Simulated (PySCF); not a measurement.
**What each rung costs, and what it gives**

Saddle point of BH3ClF, singlet (BH₂Cl ([BH2][Cl]) + HF → BH₂F ([BH2][F]) + HCl; bonds formed: B1–F6, Cl2–H5; bonds broken: B1–Cl2, H5–F6), PBE0-D4/def2-TZVP structure:

```
atom    x (Å)    y (Å)    z (Å)
  B1  -0.0864   0.2905  -0.4440
 Cl2   0.8585  -1.3709   0.2070
  H3   0.7353   1.0951  -0.7437
  H4  -0.9804  -0.0411  -1.1534
  H5   0.0482  -0.4871   1.1496
  F6  -0.5752   0.5135   0.9846
```

Barriers are electronic and count from the start structure reached by relaxing down the imaginary mode.

Computed with PySCF 2.14 with density fitting (its default auxiliary sets; JK sets also for MP2 and CCSD(T)) (basis: as named in each row); correlated methods freeze the cores. B3LYP uses VWN-RPA correlation. Extrapolation: Hartree–Fock as exp(−7.88 √X), correlation as X^−2.97.

Times are rough, for one single point on 4 threads of a shared host (Intel Xeon).

The estimate by CCSD(T) at an estimated basis limit (MP2 extrapolated from triple and quadruple zeta, plus CCSD(T) − MP2 in triple zeta) is 0.567 eV.

| method | basis | time (s) | barrier (eV) | method less estimate |
| --- | --- | --- | --- | --- |
| HF | STO-3G | 2 | -0.102 | -0.670 |
| MP2 | def2-QZVPP | 3 | 0.513 | -0.055 |
| B3LYP-D4 | 6-31G | 4 | 0.463 | -0.104 |
| PBE0-D4 | def2-SVP | 4 | 0.243 | -0.324 |
| PBE-D4 | def2-SVP | 5 | 0.056 | -0.511 |
| SPW92 | def2-TZVPP | 6 | -0.094 | -0.661 |
| CCSD(T) | def2-SVP | 8 | 0.556 | -0.011 |
| B3LYP-D4 | def2-TZVPP | 8 | 0.495 | -0.072 |
| PBE0-D4 | def2-TZVPP | 8 | 0.387 | -0.180 |
| BHLYP-D4 | def2-TZVPP | 8 | 0.652 | 0.085 |
| PBE-D4 | def2-TZVPP | 10 | 0.258 | -0.309 |
| r2SCAN-D4 | def2-TZVPP | 17 | 0.347 | -0.220 |
| CCSD(T) | def2-TZVPP | 120 | 0.559 | -0.008 |
| wB97M-V | def2-TZVPP | 180 | 0.476 | -0.091 |

All methods are single points on the PBE0-D4 structures; a negative value means that the method puts the saddle structure below the start.

No T1 diagnostic of these runs exceeds 0.012.

Labels in which every atom is bracketed show which atoms are joined, not bond orders.
